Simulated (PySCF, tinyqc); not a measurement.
Starting guesses with plain Roothaan steps: SCF starting guesses in the sto-3g basis, for HF, spin multiplicity 1. Computed by the program tinyqc with PySCF. RHF with one setting changed at a time; a run stops when the energy changes by less than 1e-09 hartree and the error matrix is below 1e-5. Starts: the lowest orbitals of the core Hamiltonian, of the Wolfsberg-Helmholz matrix (K = 1.75), projected atomic densities, random orbitals, and the highest orbitals of the core Hamiltonian (a deliberately bad start).

Geometry (angstrom):
```
atom       x       y       z
F     0.0000  0.0000  0.0000
H     0.0000  0.0000  1.4720
```

lowest restricted solution found by these runs and by PySCF = -98.425130 hartree

Largest element of the error matrix X^T (FDS - SDF) X:
```
iteration     core  Wolfsberg-Helmholz  atomic densities   random  highest core orbitals
1          3.1e-01             3.9e-01           4.8e-01  1.5e+01                3.4e-01
2          3.4e-01             1.9e-01           3.6e-01  4.0e-01                3.5e-01
3          1.0e-01             4.8e-02           1.0e-01  2.5e-01                3.1e-01
4          2.5e-02             1.1e-02           2.5e-02  8.3e-02                9.1e-02
5          6.2e-03             2.8e-03           6.1e-03  2.3e-02                2.1e-02
6          1.4e-03             6.6e-04           1.5e-03  1.6e-02                5.4e-03
8          8.4e-05             3.9e-05           8.5e-05  8.7e-03                3.1e-04
10         4.9e-06                   -           4.9e-06  4.7e-03                1.8e-05
14               -                   -                 -  1.4e-03                      -
20               -                   -                 -  2.1e-04                      -
30               -                   -                 -  9.7e-06                      -
```

How each run ends:
```
run                    iterations  E (hartree)         state
core                           10    -98.42513  lowest found
Wolfsberg-Helmholz              9    -98.42513  lowest found
atomic densities               10    -98.42513  lowest found
random                         31    -98.42513  lowest found
highest core orbitals          11    -98.42513  lowest found
```

What does the comparison show, and why?

5 of 5 runs reach the lowest restricted solution found, in 9 to 31 iterations (fastest: Wolfsberg-Helmholz). The first errors are 3e-01, 4e-01, 5e-01, 2e+01, 3e-01. The restricted reference is unstable here: a spin-polarised solution lies 0.0495 hartree lower (PySCF), so results built on it describe a poor reference.
